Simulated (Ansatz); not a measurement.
**What a trial cell of Cd3C relaxes into**

Level of theory: Ansatz 0.2.0, DFT r2SCAN, scalar-relativistic, plane waves, PAW. Cutoff 500 eV, Γ-centred k mesh, Gaussian smearing, no spin polarisation in the final step.

Cd3C was placed on the Cu3Au (L1_2) structure type (Pm-3m, No. 221), with C in place of Au, Cd in place of Cu, at a guessed volume.

```yaml
crystal:
  lattice:
    - [4.26080, 0.00000, 0.00000]
    - [0.00000, 4.26080, 0.00000]
    - [0.00000, 0.00000, 4.26080]
  atoms:
    - { symbol: Cd, position: [0.00000, 0.50000, 0.50000] }
    - { symbol: Cd, position: [0.50000, 0.00000, 0.50000] }
    - { symbol: Cd, position: [0.50000, 0.50000, 0.00000] }
    - { symbol: C, position: [0.00000, 0.00000, 0.00000] }
```

Steps on the 4×4×4 mesh (4 atoms). 5 of 5 steps are shown, and the free energy counts from the last. Trial steps that were taken back and renewals of the plane-wave basis can be among the rows.

```csv
step,ΔF (meV/atom),V (Å³/atom),P (GPa)
1,44.2,19.34,-6.38
2,8.4,16.65,4.31
3,-0.1,17.64,-1.04
4,-0.9,17.43,-0.10
5,0.0,17.43,-0.14
```

A final relaxation ran on a 12×12×12 mesh. The relaxed crystal, Pm-3m (No. 221):

```
Cd C
1.0
     4.11830    0.00000    0.00000
     0.00000    4.11830    0.00000
     0.00000    0.00000    4.11830
Cd C
3 1
Direct
  0.00000 0.50000 0.50000
  0.50000 0.00000 0.50000
  0.50000 0.50000 0.00000
  0.00000 0.00000 0.00000
```

* Volume per atom: 17.46 Å³
* Density: 8.30 g/cm³
* Energy over the elements: 1.22 eV/atom
* Gap on the 12×12×12 mesh: 0 eV (a metal)

Energies over the elements count from the elements' standard structures at the same level, with no empirical corrections.

The final run used a 12×12×12 mesh on its 4-atom cell and 0.10 eV smearing. For metals, differences of a few meV/atom aren't resolved.

Symmetry constrained the relaxation, so the result can be a saddle point.

Cost: 3 runs of about 0.97 core-minutes in all, on Intel Xeon 6975P-C (Granite Rapids) (shared hosts).